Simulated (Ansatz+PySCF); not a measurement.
The numbers below are computed, except where a source is named.
**Several solutions for singlet C₂H(-)**

```
atom   x (Å)   y (Å)    z (Å)
   H  0.0000  0.0000  -1.5748
   C  0.0000  0.0000  -0.4939
   C  0.0000  0.0000   0.7564
```

Basis set: aug-cc-pVDZ (spherical functions). Charge -1, multiplicity 1.

CASSCF(2,2) was run from several starts with Ansatz (development build ahead of 0.2.0) and PySCF 2.14.0. The starts are those of the Hartree–Fock orbitals from which the active space was taken at the frontier.

```
run  program                        start  converged  energy (hartree)  <S²>
  A    PySCF             program defaults        yes         -76.21631  0.00
  B   Ansatz      atomic start, no search        yes         -76.23663  0.00
  C   Ansatz      stability test followed        yes         -76.23663  0.00
  D   Ansatz  search for the lowest state        yes         -76.23663  0.00
```

Question: Which runs reached the lowest solution of this kind, and what is wrong with the others?

Answer: B, C, D reached the lowest solution found. Converged but too high: A by 0.55 eV. Convergence only shows a stationary point; in CASSCF the end hangs on which orbitals enter the active space. Caution: other starts end on other solutions of this active space.
